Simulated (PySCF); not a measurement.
Metal–ligand bonds in Cd(F)1–Y. Gas-phase values, no solvent. One relaxed conformer stands for each flexible species; it need not be the lowest. Multiplicities are imposed; where one is given, others were not computed. Strings in code marks are SMILES.

The highest occupied spin orbital from two functionals at the same geometries (BP86-D3(BJ)/def2-SVP), both in PySCF: PBE-D3(BJ)/def2-TZVP and BP86-D3(BJ)/def2-TZVP. 

| species | BP86-D3(BJ)/def2-TZVP (eV) |
|---|---|
| ligand removed as a radical ([Cd(F)]) | -5.97 |
| free radical OH (`[OH]`) | -7.30 |
| free radical NH2 (`[NH2]`) | -7.34 |
| free radical CH3 (`[CH3]`) | -5.46 |
| free radical OCH3 (`C[O]`) | -6.10 |
| free radical N(CH3)2 (`C[N]C`) | -5.66 |
| free radical SH (`[SH]`) | -6.25 |

What does PBE-D3(BJ)/def2-TZVP give for each?


- ligand removed as a radical ([Cd(F)]): -5.81
- free radical OH (`[OH]`): -7.14
- free radical NH2 (`[NH2]`): -7.20
- free radical CH3 (`[CH3]`): -5.38
- free radical OCH3 (`C[O]`): -5.96
- free radical N(CH3)2 (`C[N]C`): -5.57
- free radical SH (`[SH]`): -6.12
Over these rows, drawn at random from the members with no instability flagged (it was tested for open shells, ions and some series alone), PBE minus BP86-D3(BJ): mean +0.13 eV, from +0.08 eV to +0.16 eV.
